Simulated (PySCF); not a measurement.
C5H11P.
Cartesian coordinates in Å at the GFN2-xTB level; atoms count from 1:
```
atom  x, y, z in Å
C1     2.0946   -0.2749   -0.6084
C2     0.8850    0.3502    0.0791
C3     0.0250   -0.6957    0.8026
C4    -1.4198   -0.2115    0.7907
C5    -1.6987    0.2168   -0.6449
P6    -0.2303    1.2313   -1.1721
H7     1.7756   -0.9711   -1.3826
H8     2.7084    0.4936   -1.0739
H9     2.7054   -0.8159    0.1131
H10    1.2368    1.1039    0.7920
H11    0.3848   -0.8597    1.8192
H12    0.0868   -1.6442    0.2640
H13   -1.5270    0.6452    1.4606
H14   -2.1088   -0.9921    1.1179
H15   -1.7678   -0.6559   -1.3007
H16   -2.6179    0.7930   -0.7542
H17   -0.5392    2.2988   -0.3123
```

Computed, not measured: TDDFT wB97X-D/def2-SVPD, vertical, gas phase, core orbitals frozen in the response in PySCF.

Transition dipole moments from the ground state, in atomic units and in the frame of the coordinates above (overall signs are arbitrary), for the states with f of 0.002 or more among the lowest 7:

```
state  E (eV)      μx      μy      μz
   S1   6.379   0.158   0.347   0.316
   S2   6.584  -0.703   0.193  -0.066
   S3   7.569   0.083   0.546  -0.686
   S4   7.819   0.162   0.104  -0.281
   S5   8.006   0.188   0.221  -0.076
   S6   8.162  -0.034  -0.105  -0.267
   S7   8.377  -0.077  -0.227   0.226
```

Q: What oscillator strength does each state have?

A: f = (2/3) ΔE |μ|² with ΔE in hartree (27.2114 eV).

```
state  |μ|² (au)  |μ| (D)      f
   S1      0.246     1.26  0.038
   S2      0.536     1.86  0.086
   S3      0.776     2.24  0.144
   S4      0.116     0.87  0.022
   S5      0.090     0.76  0.018
   S6      0.083     0.73  0.017
   S7      0.109     0.84  0.022
```

Q: Which bond between heavy atoms lies closest to the direction of the S3 transition dipole?

A: C4–C5, at 27° from it; next C2–C3 at 33°.

Q: What angle do the transition dipoles of S4 and S7 make?

A: |cos θ| = |μa·μb| / (|μa| |μb|) = 0.89, so θ ≈ 27° (taken between 0 and 90°, since the signs are arbitrary).

Q: How is the summed strength of these states shared among x, y and z?

A: (2/3) Σ ΔE μα² gives 0.098 for x, 0.105 for y and 0.145 for z, 0.347 in all.

Q: What peak molar absorption coefficient would the strongest computed level give as a lone Gaussian band 0.3 eV wide at half height?

A: ε(max) = 2.175×10⁸ f / FWHM, with the width in cm⁻¹. S3: 2.175×10⁸ × 0.1439 / 2420 ≈ 13000 L mol⁻¹ cm⁻¹.

Rough CPU time on one thread of a shared machine: about 90 s.

One conformer stands for the species.

Without π bonds the low states may be Rydberg-like; a valence basis with one diffuse set may place them up to an eV too high.
